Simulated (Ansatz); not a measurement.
**Match the barriers**

Saddle point of CH8OSi, singlet (CH₆Si ([CH3][SiH3]) + H₂O → CH₆OSi ([CH3][SiH2][OH]) + H₂; bonds formed: Si1–O7, H2–H6; bonds broken: Si1–H2, H6–O7), PBE0-D4/def2-TZVP structure:

```xyz
11
angstrom
Si -0.5103 0.1237 -0.2039
H 0.0917 -1.4756 -0.6091
H -1.8758 -0.4348 -0.4148
H -0.7764 1.5953 -0.4237
C 0.1886 0.0463 1.5249
H 0.6186 -0.8507 -1.4475
O 0.7552 0.2350 -1.6066
H -0.3149 0.7678 2.1728
H 0.1016 -0.9542 1.9501
H 1.2497 0.3095 1.4957
H 0.4720 0.6378 -2.4380
```

Computed with Ansatz 0.2.0 (basis: def2-TZVPP, with def2-QZVPP for the basis limit); correlated methods freeze the cores. Extrapolation: Hartree–Fock as exp(−7.88 √X), correlation as X^−2.97. Four methods, as single points on the PBE0-D4 structures, gave these electronic barriers from the start structure: 106.5, 150.5, 183.5, 230.6 kJ/mol.

(1) The methods were, in alphabetical order, BHLYP-D4, HF, r2SCAN-D4, SPW92. Which gave which? (A judgement: the text doesn't fix the answer.)

The T1 diagnostic stays at or below 0.012.

Answers

(1) Computed: SPW92 106.5; r2SCAN-D4 150.5; BHLYP-D4 183.5; HF 230.6 kJ/mol. For comparison, CCSD(T) at an estimated basis limit (MP2 extrapolated from triple and quadruple zeta, plus CCSD(T) − MP2 in triple zeta) gives 173.3 kJ/mol.

Labels in which every atom is bracketed show which atoms are joined, not bond orders.

For scale, one of the runs: CCSD(T)/def2-TZVPP, 216 basis functions, launched by `ansatz run in.yaml --threads 4 --pin off --events-out ev --progress --plain --max-ram 9574MiB`. Time: 14 s of wall clock on 4 CPU threads of an AMD EPYC 9R45; the host was shared. Peak host memory: 3.2 GiB.
